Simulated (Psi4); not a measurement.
# singlet BH3O: levels of theory compared

Wanted: a comparison of 3 runs (HF/STO-3G, HF/3-21G, B3LYP/6-31G*) of singlet BH3O. 

The results are computed with Psi4 1.11.

2 further runs of the same task are left out: 2 set aside as unsound or not needed.

## (1) The structure to begin with

BH3O has 5 atoms, charge 0, and is taken as a singlet. SMILES of the parent species: `[BH2-]O`. Geometry: relaxed at GFN2-xTB. That shape belongs to the parent species and isn't relaxed for this state.

Bond lengths: B1–O2 1.527 Å, B1–H3 1.267 Å, B1–H4 1.267 Å, O2–H5 0.963 Å. Angles: B1–O2–H5 108.2°, O2–B1–H3 111.7°, O2–B1–H4 111.8°, H3–B1–H4 109.5°.

## (2) Energy and forces at HF/STO-3G (run 1)

Input file input.json:

```json
{
  "schema_name": "qcschema_input",
  "schema_version": 1,
  "molecule": {
    "schema_name": "qcschema_molecule",
    "schema_version": 2,
    "symbols": ["B", "O", "H", "H", "H"],
    "geometry": [-1.05550653, -0.44257386, 0.34075541, 0.48210693, 1.99303745, 0.52953905, 0.06364598, -2.28152304, 1.38902429, -1.5559249, -1.00180051, -1.93254732, 2.06567852, 1.73285996, -0.32679034],
    "molecular_charge": 0,
    "molecular_multiplicity": 1,
    "fix_symmetry": "c1"
  },
  "driver": "gradient",
  "model": {
    "method": "hf",
    "basis": "STO-3G"
  },
  "keywords": {
    "puream": true,
    "e_convergence": 1e-09,
    "d_convergence": 1e-08,
    "scf_type": "pk",
    "scf_properties": ["MAYER_INDICES", "LOWDIN_CHARGES", "MULLIKEN_CHARGES"]
  }
}
```

Started as:

```bash
$ psi4 --qcschema input.json -n 1 --memory 1600MB
```

stdout:

```text
[...]
  Running in c1 symmetry.
[...]
  Nuclear repulsion =   28.051313144865258
[...]
  Multiplicity = 1
[...]
  Nalpha       = 8
  Nbeta        = 8
[...]
    Number of basis functions: 13
[...]
   @RHF iter   1:   -99.79359678667123   -1.74374e+00   2.51430e-02 DIIS/ADIIS
[...]
   @RHF iter  10:   -99.87794931480737   -8.68283e-12   8.68779e-09 DIIS
[...]
  @RHF Final Energy:   -99.87794931480737
   => Energetics <=
    Nuclear Repulsion Energy =             28.0513131448652580
    One-Electron Energy =                -193.3987752373311366
    Two-Electron Energy =                  65.4695127776585224
    Total Energy =                        -99.8779493148073669
[...]
 Multipole Moments:
 ------------------------------------------------------------------------------------
     Multipole            Electronic (a.u.)      Nuclear  (a.u.)        Total (a.u.)
 ------------------------------------------------------------------------------------
 L = 1.  Multiply by 2.5417464519 to convert [e a0] to [Debye]
 Dipole X            :         -1.0722387            0.9277494           -0.1444894
 Dipole Y            :          1.0966754           -1.3763507           -0.2796753
 Dipole Z            :          0.9420893           -0.9749309           -0.0328416
 Magnitude           :                                                    0.3165028
[...]
  -Total Gradient:
     Atom            X                  Y                   Z
    ------   -----------------  -----------------  -----------------
       1       -0.160757553940    -0.002119018484     0.077230821399
       2        0.103243118294     0.038020826512    -0.034913281218
       3        0.052850249848    -0.038101489770    -0.004489302457
       4        0.027770774240    -0.018165599060    -0.056318016735
       5       -0.023106588442     0.020365280803     0.018489779011
[...]
```

The result, in JSON:

```text
{
 "driver": "gradient",
 "model": {
  "method": "hf",
  "basis": "STO-3G"
 },
 "success": true,
 "return_result": [-0.16075755393967883, -0.00211901848427479, 0.07723082139925919, 0.10324311829386969, 0.03802082651152178, -0.0349132812179736, 0.05285024984769596, -0.03810148976991362, -0.004489302457115721, 0.027770774240028263, -0.01816559905992088, -0.05631801673531023, -0.023106588442085352, 0.02036528080255303, 0.01848977901115126],
 "properties": {
  "calcinfo_nbasis": 13,
  "calcinfo_nmo": 13,
  "calcinfo_nalpha": 8,
  "calcinfo_nbeta": 8,
  "calcinfo_natom": 5,
  "nuclear_repulsion_energy": 28.051313144865258,
  "return_energy": -99.87794931480737,
  "return_gradient": [-0.16075755393967883, -0.00211901848427479, 0.07723082139925919, 0.10324311829386969, 0.03802082651152178, -0.0349132812179736, 0.05285024984769596, -0.03810148976991362, -0.004489302457115721, 0.027770774240028263, -0.01816559905992088, -0.05631801673531023, -0.023106588442085352, 0.02036528080255303, 0.01848977901115126],
  "scf_one_electron_energy": -193.39877523733114,
  "scf_two_electron_energy": 65.46951277765852,
  "scf_dipole_moment": [-0.1444893593295089, -0.27967531007768254, -0.03284158730353515],
  "scf_total_energy": -99.87794931480737,
  "scf_total_gradient": [-0.16075755393967883, -0.00211901848427479, 0.07723082139925919, 0.10324311829386969, 0.03802082651152178, -0.0349132812179736, 0.05285024984769596, -0.03810148976991362, -0.004489302457115721, 0.027770774240028263, -0.01816559905992088, -0.05631801673531023, -0.023106588442085352, 0.02036528080255303, 0.01848977901115126],
  "scf_iterations": 10
 }
}
```

Wall time 1.8 s (1 thread of Intel Xeon Platinum 8488C (Sapphire Rapids), shared host); peak memory 0.18 GiB.

## (3) Energy and forces at HF/3-21G (run 2)

Input file bh3o.xyz:

```xyz
5
BH3O
B     -0.558550    -0.234200     0.180320
O      0.255120     1.054670     0.280220
H      0.033680    -1.207330     0.735040
H     -0.823360    -0.530130    -1.022660
H      1.093110     0.916990    -0.172930
```

Input file run.py:

```python
import psi4

psi4.set_memory(1600000000)
psi4.set_num_threads(1)
psi4.set_output_file('run.log', False)

with open('bh3o.xyz') as f:
    atoms = ''.join(f.readlines()[2:])
mol = psi4.geometry('0 1\n' + atoms + 'symmetry c1\nno_reorient\nno_com')

psi4.set_options(dict(puream=True, e_convergence=1e-09, d_convergence=1e-08, scf_type='pk'))

E, wfn = psi4.gradient('scf/3-21G', molecule=mol, return_wfn=True)
psi4.oeprop(wfn, 'MULLIKEN_CHARGES', 'LOWDIN_CHARGES', 'DIPOLE')
print('gradient / Eh bohr^-1')
print(E.np.round(6))
print(f'energy = {wfn.energy():.10f} Eh')
```

Started as:

```bash
$ python run.py
```

run.log:

```text
[...]
  Running in c1 symmetry.
[...]
  Nuclear repulsion =   28.051313121184283
[...]
  Multiplicity = 1
[...]
  Nalpha       = 8
  Nbeta        = 8
[...]
    Number of basis functions: 24
[...]
   @RHF iter   1:  -100.62093000349660   -9.27409e-01   1.53775e-02 ADIIS/DIIS
[...]
   @RHF iter  11:  -100.68172876382644   -1.02318e-12   4.06597e-09 DIIS
[...]
  @RHF Final Energy:  -100.68172876382644
   => Energetics <=
    Nuclear Repulsion Energy =             28.0513131211842826
    One-Electron Energy =                -193.1411865536362029
    Two-Electron Energy =                  64.4081446686254822
    Total Energy =                       -100.6817287638264418
[...]
  -Total Gradient:
     Atom            X                  Y                   Z
    ------   -----------------  -----------------  -----------------
       1       -0.125439437619    -0.012759550073     0.056157686340
       2        0.064828040830     0.045668185589    -0.013712056799
       3        0.040161358877    -0.019751735551    -0.011834291053
       4        0.029535547642    -0.011240750851    -0.033999304398
       5       -0.009085509730    -0.001916149114     0.003387965910
[...]
 Multipole Moments:
 ------------------------------------------------------------------------------------
     Multipole            Electronic (a.u.)      Nuclear  (a.u.)        Total (a.u.)
 ------------------------------------------------------------------------------------
 L = 1.  Multiply by 2.5417464519 to convert [e a0] to [Debye]
 Dipole X            :          0.8342130           -0.8472776           -0.0130646
 Dipole Y            :        -12.6173635           12.1809667           -0.4363968
 Dipole Z            :         -5.2254704            5.0697761           -0.1556943
 Magnitude           :                                                    0.4635230
[...]
```

The script printed:

```text
gradient / Eh bohr^-1
[[-0.125439 -0.01276   0.056158]
 [ 0.064828  0.045668 -0.013712]
 [ 0.040161 -0.019752 -0.011834]
 [ 0.029536 -0.011241 -0.033999]
 [-0.009086 -0.001916  0.003388]]
energy = -100.6817287638 Eh
```

It took 2.2 s on 1 thread of Intel Xeon Platinum 8488C (Sapphire Rapids), shared host; peak memory 0.18 GiB.

## (4) Energy and gradient at B3LYP/6-31G(d) (Cartesian functions) (run 3)

Input file job.in:

```
memory 1.6 GB

molecule {
  B
  O 1 1.52749
  H 1 1.267057 2 111.74232
  H 1 1.266831 3 109.51357 2 124.3733
  H 2 0.962563 1 108.19583 4 -62.00387
  symmetry c1
}

set globals {
  puream               false
  e_convergence        1e-09
  d_convergence        1e-08
  scf_type             pk
  dft_radial_points    99
  dft_spherical_points 590
}

gradient("b3lyp/6-31G*")
```

Started as:

```bash
$ psi4 -n 1 job.in job.out
```

job.out:

```text
[...]
  Running in c1 symmetry.
[...]
  Nuclear repulsion =   28.051309036259024
[...]
  Multiplicity = 1
[...]
  Nalpha       = 8
  Nbeta        = 8
[...]
    Number of basis functions: 36
[...]
   @RKS iter   1:  -101.68221835715802   -4.67350e-01   1.68636e-02 ADIIS/DIIS
[...]
   @RKS iter  11:  -101.82585582507927   -9.66338e-13   6.89794e-09 DIIS
[...]
    Orbital Energies [Eh]
    ---------------------
    Doubly Occupied:
       1A    -19.137779     2A     -6.832314     3A     -0.976912
       4A     -0.525860     5A     -0.452644     6A     -0.369648
       7A     -0.340222     8A     -0.260122
[...]
  @RKS Final Energy:  -101.82585582507927
   => Energetics <=
    Nuclear Repulsion Energy =             28.0513090362590241
    One-Electron Energy =                -193.9988653435626134
    Two-Electron Energy =                  75.1953886404337339
    DFT Exchange-Correlation Energy =     -11.0736881582094160
    Empirical Dispersion Energy =           0.0000000000000000
    VV10 Nonlocal Energy =                  0.0000000000000000
    Total Energy =                       -101.8258558250792731
[...]
  -Total Gradient:
     Atom            X                  Y                   Z
    ------   -----------------  -----------------  -----------------
       1        0.093571047149    -0.050914678958    -0.076257385119
       2       -0.030472105808     0.017013370232     0.070594201730
       3       -0.030460089547     0.026135837879     0.002371197870
       4       -0.038663238671     0.011452784789     0.002435504361
       5        0.006024428985    -0.003687199256     0.000856052926
[...]
```

Wall time 7.2 s (1 thread of Intel Xeon Platinum 8488C (Sapphire Rapids), shared host); peak memory 0.51 GiB.

## (5) The series

```
run                               level  Cartesian functions         integration grid  energy (Eh)  dipole moment (D)  HOMO energy (eV)  LUMO energy (eV)  wall time
  1                           HF/STO-3G                   no                        –   -99.877949               0.80             -8.78              5.14      1.8 s
  2                            HF/3-21G                   no                        –  -100.681729               1.18            -11.25              1.33      2.2 s
  3  B3LYP/6-31G* (Cartesian functions)                  yes  99 radial × 590 angular  -101.825856               0.86             -7.08             -2.59      7.2 s
```

## (6) Summary of results

| quantity | value |
| --- | --- |
| run 3: total energy | -101.82586 Eh |
| run 3: dipole moment | 0.86 D |
| run 3: HOMO energy | -7.08 eV |
| run 3: LUMO energy | -2.59 eV |
| run 3: HOMO–LUMO gap | 4.49 eV |
| run 3: largest force on an atom | 6.737 eV/Å |

**Reading.** The dipole moment (its size) runs from 0.80 D (HF/STO-3G) to 1.18 D (HF/3-21G). The HOMO–LUMO gap runs from 4.49 eV (B3LYP/6-31G*) to 13.93 eV (HF/STO-3G). The two ends differ in method and basis. In run 1 the basis is minimal, so the values are rough. All runs together took 11 s, the longest 7.2 s.
